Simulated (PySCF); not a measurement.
```xyz
6
charge 0 multiplicity 1, angstrom
S     0.1466    0.0000    0.0000
O     1.5558    0.0000    0.0000
F    -0.0684    1.5841    0.0000
F    -0.0684   -1.5841    0.0000
F    -0.7099    0.0000   -1.2870
F    -0.7099    0.0000    1.2870
```

Method: PBE0/[S def2-TZVP, O def2-TZVP, F def2-TZVP], no relativity, density fitting, PySCF.

This geometry of SOF4 is a stationary point at this level.

(1) What is the point group?

(2) Is it a minimum?

(3) List the harmonic modes with their infrared intensities.

(4) Give the ideal-gas entropy at 298.15 K and 1 bar by parts.

(5) What is the atomisation energy, with and without zero-point energy?

Answers

(1) C2v.

(2) Yes: all harmonic wavenumbers are real.

(3) 
| symmetry | ω (cm⁻¹) | IR (km/mol) |
| --- | --- | --- |
| a1 | 178 | 0.0 |
| b2 | 266 | 0.1 |
| b1 | 553 | 0.0 |
| a2 | 558 | 0.0 |
| b2 | 561 | 21.9 |
| a1 | 567 | 27.0 |
| a1 | 600 | 3.6 |
| b1 | 638 | 34.7 |
| a1 | 809 | 56.0 |
| b1 | 844 | 504 |
| b2 | 937 | 270 |
| a1 | 1412 | 248 |

(4) translation 169.0, rotation 104.7, vibration 31.0, spin 0.0; total 304.7 J/(mol K).

(5) 1743 kJ/mol without, 1696 kJ/mol with.

Only a few start shapes were tried, so a lower isomer may exist.
